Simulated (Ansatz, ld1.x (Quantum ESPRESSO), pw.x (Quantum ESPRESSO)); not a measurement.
What a changed setting does to a pw.x run (sc P)

Potential: norm-conserving Troullier–Martins (Kleinman–Bylander form), ld1.x (Quantum ESPRESSO) 7.5, LDA (PW92); core [Ne], reference 3s2 3p3; waves: 3p (bound): rc 1.90 bohr; 3d channel at -0.15 Ry: rc 1.44 bohr; 3s (bound): rc 1.90 bohr; local part: the s channel; core correction: a·sin(br)/r model core inside 0.65 bohr.

The reference run (k-mesh 14³, cutoffs 50/200 Ry, Fermi–Dirac 0.01 Ry, mixing_beta 0.4, conv_thr 1e-9, no spin) gives -0.58 GPa at 14.035 Å³/atom, where all-electron LAPW gives 0.49 GPa. This run, with its own iteration cap, changes k-mesh points per axis to 20.

```
&control
  calculation='scf', prefix='x', pseudo_dir='./', outdir='./tmp', tstress=.true., disk_io='none'
/
&system
  ibrav=0, nat=1, ntyp=1, ecutwfc=50, ecutrho=200, nbnd=9,
  occupations='smearing', smearing='fd', degauss=0.01
/
&electrons
  conv_thr=1e-09, mixing_beta=0.4, electron_maxstep=50
/
ATOMIC_SPECIES
P 1.0 P.UPF
CELL_PARAMETERS angstrom
  2.41214904 0.00000000 0.00000000
  0.00000000 2.41214904 0.00000000
  0.00000000 0.00000000 2.41214904
ATOMIC_POSITIONS crystal
P 0.0000 0.0000 0.0000
K_POINTS automatic
20 20 20 0 0 0
```

```bash
pw.x < P.scf.in > P.scf.out
```

Task: How does the run end?

Result: It converges in 6 iterations; the free energy moves by +1.8 meV/atom and the pressure by -0.23 GPa.

```
Message from routine setup:
     using ibrav=0 with symmetry is DISCOURAGED, use correct ibrav instead
     lattice parameter (alat)  =       4.5583  a.u.
     unit-cell volume          =      94.7129 (a.u.)^3
     number of electrons       =         5.00
     number of Kohn-Sham states=            9
     kinetic-energy cutoff     =      50.0000  Ry
     charge density cutoff     =     200.0000  Ry
     scf convergence threshold =      1.0E-09
     Exchange-correlation= PW
     number of k points=   286  Fermi-Dirac smearing, width (Ry)=  0.0100
     iteration #  1     ecut=    50.00 Ry     beta= 0.40
     total energy              =     -24.35655703 Ry
     estimated scf accuracy    <       0.00621349 Ry
     iteration #  2     ecut=    50.00 Ry     beta= 0.40
     total energy              =     -24.35617694 Ry
     estimated scf accuracy    <       0.00212171 Ry
     iteration #  3     ecut=    50.00 Ry     beta= 0.40
     total energy              =     -24.35619626 Ry
     estimated scf accuracy    <       0.00000050 Ry
     iteration #  4     ecut=    50.00 Ry     beta= 0.40
     total energy              =     -24.35619665 Ry
     estimated scf accuracy    <       0.00000003 Ry
     iteration #  5     ecut=    50.00 Ry     beta= 0.40
     total energy              =     -24.35619665 Ry
     estimated scf accuracy    <          5.5E-09 Ry
     iteration #  6     ecut=    50.00 Ry     beta= 0.40
     the Fermi energy is    11.4503 ev
!    total energy              =     -24.35619665 Ry
     estimated scf accuracy    <          8.0E-11 Ry
     smearing contrib. (-TS)   =      -0.00147896 Ry
     The total energy is F=E-TS. E is the sum of the following terms:
     one-electron contribution =       5.68696924 Ry
     hartree contribution      =       0.40193927 Ry
     xc contribution           =     -14.88246946 Ry
     ewald contribution        =     -15.56115674 Ry
     convergence has been achieved in   6 iterations
          total   stress  (Ry/bohr**3)                   (kbar)     P=       -8.12
     Message from routine punch:
     Nothing written, as per user request (disk_io='none')
```

The run took about 15 s on one core of a shared host (Neoverse-V1, 32 threads, 247 GiB, load 19).
